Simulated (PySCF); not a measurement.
# CH8NO: the cost of one run

Programs: tblite 0.8.0 and PySCF 2.14.0. All values are calculated, for the isolated system unless a continuum is named. Atoms count from 0, parts from 1.

9 further runs of the same task are left out: 9 set aside as unsound or not needed.

## 1. The system as given

11 atoms, charge 1, multiplicity 1; geometry: GFN1-xTB. Parts: 1 = atoms 0–3, `[OH3+]`, charge 1; 2 = atoms 4–10, `CN`, charge 0. In the given geometry H2 has moved to N5 of another part (1.04 Å), so values for the parts refer to these atom groups.

## 2. Shielding tensors: PBE0/pcSseg-1

Job settings and geometry (Å):

```
{"job": {"kind": "nmr", "xc": "PBE0", "basis": "pcSseg-1", "pop": false, "iso": false}, "charge": 1, "multiplicity": 1, "parts": [{"atoms": "0-3", "charge": 1, "multiplicity": 1}, {"atoms": "4-10", "charge": 0, "multiplicity": 1}]}
O      0.098010    -0.152450     0.407150
H     -0.525350    -0.790140     0.768890
H     -0.009320     1.548290     0.455350
H      0.815870    -0.676870     0.038480
C     -1.153290     3.109560    -0.307690
N     -0.034270     2.587040     0.508450
H     -1.156750     4.196570    -0.249480
H     -2.085800     2.708140     0.084860
H     -1.010520     2.787620    -1.337620
H      0.854100     2.944870     0.167180
H     -0.146110     2.853500     1.483330
```

With the program's defaults for keys left out, this is: GIAO PBE0/pcSseg-1 NMR shielding, non-relativistic, gas phase.

Launch:

```console
> OMP_NUM_THREADS=1 python cluster_run.py task.json out
```

The driver reads the jobs from task.json and runs them one after another.

Q: Estimate the wall time and peak memory of this first job on 1 thread of AMD EPYC 7R43, shared host.

About 5.3 s, with a peak of 0.43 GiB.
